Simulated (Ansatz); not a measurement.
# Si3H7 radical: basis-set convergence

One table from this session's results is given with a row withheld; the runs are named, their logs left out.

The runs use Ansatz 0.2.0, Gaussian basis; one geometry, several basis sets.

The runs, in order: PBE0-D4/def2-SVP; ωB97M-V/def2-SVP; PBE0-D4/def2-QZVPP; ωB97M-V/def2-QZVPP; the functionals' def2-TZVPP values are taken from earlier runs.

## The geometry

All runs share one geometry, relaxed beforehand with PBE0-D4 in a triple-zeta def2 set.

10 atoms, charge 0, spin multiplicity 2.

Atoms are counted from 1 here; the program's logs count them from 0.

Bond lengths: Si1–Si2 2.324 Å, Si1–H4 1.487 Å, Si1–H5 1.487 Å, Si1–H6 1.490 Å, Si2–Si3 2.324 Å, Si2–H7 1.491 Å, Si3–H8 1.487 Å, Si3–H9 1.490 Å, Si3–H10 1.487 Å. Angles: Si2–Si1–H4 108.6°, Si2–Si1–H5 110.1°, Si2–Si1–H6 112.2°, H4–Si1–H5 109.1°, H4–Si1–H6 108.5°, H5–Si1–H6 108.4°, Si1–Si2–Si3 117.3°, Si1–Si2–H7 113.2°, Si3–Si2–H7 113.2°, Si2–Si3–H8 108.6°, Si2–Si3–H9 112.2°, Si2–Si3–H10 110.1°, H8–Si3–H9 108.5°, H8–Si3–H10 109.1°, H9–Si3–H10 108.4°.

As a file:

```csv
atom,x (Å),y (Å),z (Å)
Si1,-1.3269,0.8549,-1.2092
Si2,0.7194,-0.1316,-0.7196
Si3,1.0004,-1.0033,1.4161
H4,-2.4119,-0.0652,-0.7771
H5,-1.4437,1.0898,-2.6730
H6,-1.5055,2.1579,-0.5089
H7,1.8858,0.6722,-1.1846
H8,-0.1781,-1.8495,1.7413
H9,1.1150,0.0641,2.4493
H10,2.2285,-1.8403,1.4688
```

Set-up of the first run:

The input, in.yaml:

```yaml
crystal:
  periodic: [false, false, false]
  atoms:
    - {symbol: Si, position_ang: [-1.326883, 0.854870, -1.209189]}
    - {symbol: Si, position_ang: [0.719380, -0.131639, -0.719630]}
    - {symbol: Si, position_ang: [1.000351, -1.003335, 1.416078]}
    - {symbol: H, position_ang: [-2.411923, -0.065191, -0.777096]}
    - {symbol: H, position_ang: [-1.443707, 1.089820, -2.673029]}
    - {symbol: H, position_ang: [-1.505515, 2.157855, -0.508949]}
    - {symbol: H, position_ang: [1.885808, 0.672225, -1.184622]}
    - {symbol: H, position_ang: [-0.178079, -1.849537, 1.741332]}
    - {symbol: H, position_ang: [1.115026, 0.064117, 2.449255]}
    - {symbol: H, position_ang: [2.228542, -1.840283, 1.468850]}
basis:
  gaussian: {orbitals: def2-SVP}
magnetization: {spin_polarized: true, initial_magnetization: 1}
hamiltonian: {xc: pbe0, dispersion: d4}
output: {orbitals: {seedname: orbitals}}
```

Among the steps run: PBE0-D4 in def2-SVP; ωB97M-V in def2-SVP; PBE0-D4 in def2-QZVPP; ωB97M-V in def2-QZVPP.

One table of the session follows, with a row left open; its other results are not shown here.

It belongs to the step «Functionals by basis». 

```
functional       basis  HOMO (eV)  LUMO (eV)
   PBE0-D4    def2-SVP      -6.17      -2.83
   PBE0-D4  def2-TZVPP      -6.16      -2.84
   PBE0-D4  def2-QZVPP          ?          ?
   ωB97M-V    def2-SVP      -7.83      -1.13
   ωB97M-V  def2-TZVPP      -7.85      -1.23
   ωB97M-V  def2-QZVPP      -7.85      -1.26
```

**Question.** Estimate the row for PBE0-D4, def2-QZVPP.

**Answer.** HOMO (eV): -6.16; LUMO (eV): -2.85.
